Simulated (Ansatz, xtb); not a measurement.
Molecule: C3H6Cl (charge 0, doublet). It need not be the lowest isomer of its formula. SMILES: ClC[CH]C
Coordinates optimised at B3LYP-D3(BJ)/def2-TZVP (Ansatz, a first-principles code):
```xyz
10

C      0.8375     0.0948    -0.9645
C      2.0632    -0.1483    -0.1666
C     -0.3076     0.7979    -0.4131
H      0.6934    -0.4640    -1.8815
H      1.9495    -1.0454     0.4586
Cl    -1.3141    -0.3565     0.6987
H      2.9338    -0.3133    -0.8035
H      2.2746     0.6823     0.5111
H     -0.0420     1.6109     0.2571
H     -1.0281     1.1238    -1.1554
```
Charge 0, spin multiplicity 2.

Harmonic wavenumbers from GFN2-xTB (xtb, at its own minimum), cm⁻¹: 85, 98, 271, 382, 411, 616, 881, 943, 981, 1046, 1125, 1181, 1215, 1351, 1386, 1438, 1449, 1472, 2920, 2989, 3012, 3032, 3038, 3096.

Task: Give the harmonic wavenumbers at B3LYP-D3(BJ)/def2-TZVP (Ansatz, finite differences of forces, unscaled).

Result: 98, 111, 287, 407, 465, 606, 875, 911, 1004, 1072, 1173, 1222, 1228, 1394, 1413, 1472, 1483, 1498, 2974, 3050, 3095, 3099, 3160, 3178 cm⁻¹. Zero-point energy 50.4 kcal/mol.

Task: From these and the geometry, give the ideal-gas thermochemistry at 298.15 K and 1 atm (rigid rotor, harmonic oscillator).

Result: Point group C1, rotational symmetry number 1. Rotational constants 13.56, 3.031, 2.709 GHz. S(trans) 38.96, S(rot) 25.47, S(vib) 11.02, S(elec, spin only) 1.38, S 76.8 cal/(mol K). H(298) - H(0) 4.16 kcal/mol; G - E(el) 31.7 kcal/mol.
